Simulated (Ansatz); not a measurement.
# Nb (Nb, bcc): the cost of one run

Method: DFT BLYP, plane waves (420 eV) with PAW, scalar-relativistic; PBE-made PAW files, in Ansatz 0.2.0.

### 1 The system as given

Symmetry: Im-3m, No. 229, cubic system. Conventional cell: a = 3.300 Å, b = 3.300 Å, c = 3.300 Å, α = 90.00°, β = 90.00°, γ = 90.00°. Nb (site symmetry m-3m) has 8 Nb at 2.86 Å as nearest neighbours.

Structure file:

```
CELL_PARAMETERS angstrom
-1.65020 1.65020 1.65020
1.65020 -1.65020 1.65020
1.65020 1.65020 -1.65020
ATOMIC_POSITIONS crystal
Nb 0.00000 0.00000 0.00000
```

The atoms start with moments of +1 μB.

### 2 Geometry optimisation

input.yaml

```yaml
crystal:
  lattice:
    - [-1.6502, 1.6502, 1.6502]
    - [1.6502, -1.6502, 1.6502]
    - [1.6502, 1.6502, -1.6502]
  atoms:
    - { symbol: Nb, position: [0.0, 0.0, 0.0], spin: 1.0 }
hamiltonian:
  xc: blyp
  pseudopotentials:
    kind: paw
    azcp:
      Nb: "pseudopotentials/Nb.paw.azcp"
basis:
  ecutwfc: 420
  fft_grid_basis: typed
kpoints:
  mp_grid: { grid: [13, 13, 13], shift: [0, 0, 0] }
magnetization:
  spin_polarized: true
scf:
  occupations: { method: fermi_dirac, width: 0.05 }
relax:
  max_steps: 60
  f_tol: 0.01
  cell: {}
```

Q: Estimate wall time and peak memory on 2 threads of an x86-64 CPU, shared host.

About 11 s, with a peak of 0.45 GiB.
